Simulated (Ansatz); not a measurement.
Reaction (SMILES): [CH]=C=O → 2 C atom + H atom + O atom
B3LYP-D3(BJ)/def2-TZVP geometries, fixed; electronic energies without zero-point terms.

The atomisation energy at CCSD(T) with Ansatz (a program for electronic structure), in kcal/mol, split into its Hartree-Fock and correlation parts. Cores are frozen. Open shells are unrestricted. No added dispersion term, no relativity. Functions are those of the species that has most.

```csv
basis,X,functions,Hartree-Fock,CCSD(T)
cc-pVDZ,2,47,271.69,381.25
cc-pVTZ,3,104,279.56,404.92
cc-pVQZ,4,195,280.62,412.78
```

Worked estimate of the basis-set limit from each neighbouring pair, with Hartree-Fock from the larger set and the correlation part extrapolated as X^-3.
Correlation parts: X = 2: 109.56, X = 3: 125.36, X = 4: 132.16.
- (2,3): (27·(125.36) - 8·(109.56))/19 = 132.01; with Hartree-Fock 279.56 the estimate is 411.57 kcal/mol.
- (3,4): (64·(132.16) - 27·(125.36))/37 = 137.12; with Hartree-Fock 280.62 the estimate is 417.74 kcal/mol.
The last two estimates differ by 6.17 kcal/mol; the largest set lies 4.96 from the last. Over the last step Hartree-Fock moves by 1.06 and the correlation part by 6.80.
